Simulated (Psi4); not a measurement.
# UHF/cc-pwCVQZ (density fitting, sweep point 8) run of N2H3 (SMILES [NH]N)

Aim: the vertical doublet–quartet gap of N2H3 at UHF/cc-pwCVQZ (density fitting, sweep point 8), from 2 runs. Input form: a Python script.

The calculation is run with Psi4 1.11.

8 further runs of the same task are left out: 8 that didn't finish.

### Step 1. The structure to begin with

N2H3: 5 atoms, total charge 0, spin state doublet. SMILES: `[NH]N`. Geometry: relaxed at GFN2-xTB. This is one conformer, not always the lowest.

Bond lengths: N1–N2 1.335 Å, N1–H3 1.020 Å, N2–H4 1.011 Å, N2–H5 1.017 Å. Angles: N1–N2–H4 112.8°, N1–N2–H5 121.7°, N2–N1–H3 109.8°, H4–N2–H5 116.1°.

### Step 2. The energy at UHF/cc-pwCVQZ (density fitting, sweep point 8)

Input file h3n2.py:

```python
import psi4

psi4.set_memory(1600000000)
psi4.set_num_threads(1)
psi4.set_output_file('psi4.out', False)

m = psi4.geometry("""
0 2
N     -0.174970    -0.805480     0.447260
N     -0.126270     0.251970    -0.365880
H      0.751750    -0.989150     0.831090
H     -1.043070     0.577800    -0.638700
H      0.592550     0.964850    -0.273770
units angstrom
symmetry c1
""")

psi4.set_options({
    'basis': 'cc-pwCVQZ',
    'reference': 'uhf',
    'puream': True,
    'scf_type': 'df',
    'maxiter': 150,
})

E = psi4.energy('scf')
print(f'total energy {E:.8f} hartree = {E * 27.211386:.5f} eV')
```

The run is started by

```
python h3n2.py
```

psi4.out:

```text
[...]
  Running in c1 symmetry.
[...]
  Nuclear repulsion =   36.700927742292535
[...]
  Multiplicity = 2
[...]
  Nalpha       = 9
  Nbeta        = 8
[...]
    Number of basis functions: 258
[...]
   @DF-UHF iter   1:  -110.54870634606735   -6.14742e-01   1.41881e-03 ADIIS/DIIS
[...]
   @DF-UHF iter  10:  -110.62956587303775   -6.11057e-07   8.79227e-07 DIIS
[...]
   @S^2 Observed:                7.661647858E-01
[...]
    Orbital Energies [Eh]
    ---------------------
    Alpha Occupied:
       1A    -15.596150     2A    -15.583770     3A     -1.309388
       4A     -1.004308     5A     -0.733470     6A     -0.647242
       7A     -0.597245     8A     -0.466721     9A     -0.354978
    Alpha Virtual:
      10A      0.113008    11A      0.141490    12A      0.172508
      13A      0.348125    14A      0.380260    15A      0.446352
      16A      0.456017    17A      0.476093    18A      0.483440
      19A      0.504053    20A      0.512601    21A      0.550098
      22A      0.571406    23A      0.602010    24A      0.644846
      25A      0.705108    26A      0.726320    27A      0.767108
[...]
  @DF-UHF Final Energy:  -110.62956587303775
   => Energetics <=
    Nuclear Repulsion Energy =             36.7009277422925351
    One-Electron Energy =                -222.8033878209343470
    Two-Electron Energy =                  75.4728942056040495
    Total Energy =                       -110.6295658730377482
  UHF NO Occupations:
  HONO-2 :    7  A 1.9972730
  HONO-1 :    8  A 1.9957443
[...]
 Multipole Moments:
 ------------------------------------------------------------------------------------
     Multipole            Electronic (a.u.)      Nuclear  (a.u.)        Total (a.u.)
 ------------------------------------------------------------------------------------
 L = 1.  Multiply by 2.5417464519 to convert [e a0] to [Debye]
 Dipole X            :         -0.1700628            0.6373496            0.4672868
 Dipole Y            :         -0.3892856            1.1710979            0.7818123
 Dipole Z            :          0.1278834           -0.1721823           -0.0442989
 Magnitude           :                                                    0.9118935
[...]
```

The script printed:

```text
total energy -110.62956587 hartree = -3010.38382 eV
```

It took 3.3 s on 1 thread of Intel Xeon 6975P-C (Granite Rapids), shared host; peak memory 0.45 GiB.

### Step 3. The quartet at the same level

Input file run.py:

```python
import psi4

psi4.set_memory(1600000000)
psi4.set_num_threads(1)
psi4.core.set_output_file('psi4.out', False)

molecule = psi4.geometry("""
0 4
N     -0.174970    -0.805480     0.447260
N     -0.126270     0.251970    -0.365880
H      0.751750    -0.989150     0.831090
H     -1.043070     0.577800    -0.638700
H      0.592550     0.964850    -0.273770
units angstrom
symmetry c1
""")

psi4.set_options(dict(basis='cc-pwCVQZ', reference='uhf', puream=True, scf_type='df', maxiter=150))

e_tot, wfn = psi4.energy("scf", return_wfn=True)
print('E =', round(e_tot, 9))
```

The run is started by

```
python run.py
```

psi4.out:

```text
[...]
  Running in c1 symmetry.
[...]
  Nuclear repulsion =   36.700927742292535
[...]
  Multiplicity = 4
[...]
  Nalpha       = 10
  Nbeta        = 7
[...]
    Number of basis functions: 258
[...]
   @DF-UHF iter   1:  -110.32433934158308   -3.90375e-01   1.14995e-03 DIIS/ADIIS
[...]
   @DF-UHF iter  31:  -110.39646354305599    3.66669e-07   8.02216e-07 DIIS
[...]
   @S^2 Observed:                3.774364884E+00
[...]
    Orbital Energies [Eh]
    ---------------------
    Alpha Occupied:
       1A    -15.775581     2A    -15.688471     3A     -1.449613
       4A     -1.140835     5A     -0.864752     6A     -0.782259
       7A     -0.732850     8A     -0.676778     9A     -0.483434
      10A     -0.117751
    Alpha Virtual:
      11A      0.083151    12A      0.130012    13A      0.276582
      14A      0.317859    15A      0.370825    16A      0.385451
      17A      0.408834    18A      0.426013    19A      0.438956
      20A      0.447709    21A      0.496293    22A      0.512083
      23A      0.526785    24A      0.569694    25A      0.653913
[...]
  @DF-UHF Final Energy:  -110.39646354305599
   => Energetics <=
    Nuclear Repulsion Energy =             36.7009277422925351
    One-Electron Energy =                -220.7760352744525960
    Two-Electron Energy =                  73.6786439891040885
    Total Energy =                       -110.3964635430559866
  UHF NO Occupations:
  HONO-2 :    8  A 1.0000000
  HONO-1 :    9  A 1.0000000
[...]
 Multipole Moments:
 ------------------------------------------------------------------------------------
     Multipole            Electronic (a.u.)      Nuclear  (a.u.)        Total (a.u.)
 ------------------------------------------------------------------------------------
 L = 1.  Multiply by 2.5417464519 to convert [e a0] to [Debye]
 Dipole X            :         -2.2115945            0.6373496           -1.5742449
 Dipole Y            :         -0.8934658            1.1710979            0.2776320
 Dipole Z            :         -0.4115634           -0.1721823           -0.5837458
 Magnitude           :                                                    1.7017889
[...]
```

Standard output:

```text
E = -110.396463543
```

Run time: 5.4 s. Hardware: 1 thread of Intel Xeon 6975P-C (Granite Rapids), shared host; peak memory 0.45 GiB.

### Step 4. What came out

At UHF/cc-pwCVQZ (density fitting, sweep point 8):

```
                                        quantity          value
                           doublet: total energy  -110.62957 Eh
                          doublet: dipole moment         2.32 D
     doublet: HOMO energy (highest over α and β)       -9.66 eV
      doublet: LUMO energy (lowest over α and β)        3.08 eV
                                   doublet: ⟨S²⟩          0.766
                           quartet: total energy  -110.39646 Eh
                          quartet: dipole moment         4.33 D
     quartet: HOMO energy (highest over α and β)       -3.20 eV
      quartet: LUMO energy (lowest over α and β)       -0.98 eV
                                   quartet: ⟨S²⟩          3.774
vertical energy of the quartet above the doublet       6.343 eV
```

In words: At this shape the quartet lies 6.34 eV (146 kcal/mol) above the doublet.
